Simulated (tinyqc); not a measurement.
Pariser-Parr-Pople SCF with singles CI, for the molecule C=CC=C[CH2+] (SMILES; centres numbered as the heavy atoms are written), step by step. One step of it, computed by the program tinyqc.

Task: Iteration 1: Fock matrix. F_rr = H_rr + P_rr gamma_rr / 2 + sum_(s != r) P_ss gamma_rs; F_rs = H_rs - P_rs gamma_rs / 2; E = tr P (H + F) / 2 + core repulsion sum_(r<s) z_r z_s gamma_rs.

P at the start, lower triangle:
```
           1C         2C        3C        4C        5C
1C   0.666667
2C   0.788675   1.000000
3C   0.333333   0.577350  0.666667
4C  -0.211325   0.000000  0.577350  1.000000
5C  -0.333333  -0.211325  0.333333  0.788675  0.666667
```

core matrix H (eV), lower triangle:
```
            1C          2C          3C          4C          5C
1C  -24.892099
2C   -2.390000  -28.001279
3C    0.000000   -2.390000  -29.023267
4C    0.000000    0.000000   -2.390000  -28.001279
5C    0.000000    0.000000    0.000000   -2.390000  -24.892099
```

repulsion gamma_rs (eV), lower triangle:
```
           1C         2C         3C         4C         5C
1C  11.710000
2C   5.474782  11.710000
3C   3.940048   5.476586  11.710000
4C   2.918785   3.941126   5.476586  11.710000
5C   2.368484   2.918785   3.940048   5.474782  11.710000
```

Centres (angstrom, eV; a flat drawing with bonds scaled to 1.40 angstrom):
```
centre          x          y  core charge z          W   gamma_rr
1C      -2.425000  -0.280000              1  10.190000  11.710000
2C      -1.212000   0.420000              1  10.190000  11.710000
3C       0.000000  -0.280000              1  10.190000  11.710000
4C       1.212000   0.420000              1  10.190000  11.710000
5C       2.425000  -0.280000              1  10.190000  11.710000
```

Give: F; pi energy.

Result:

F (eV), lower triangle:
```
        1C      2C      3C      4C      5C
1C  -8.390
2C  -4.549  -8.958
3C  -0.657  -3.971  -8.913
4C   0.308   0.000  -3.971  -8.958
5C   0.395   0.308  -0.657  -4.549  -8.390
```

pi energy = -48.853 eV
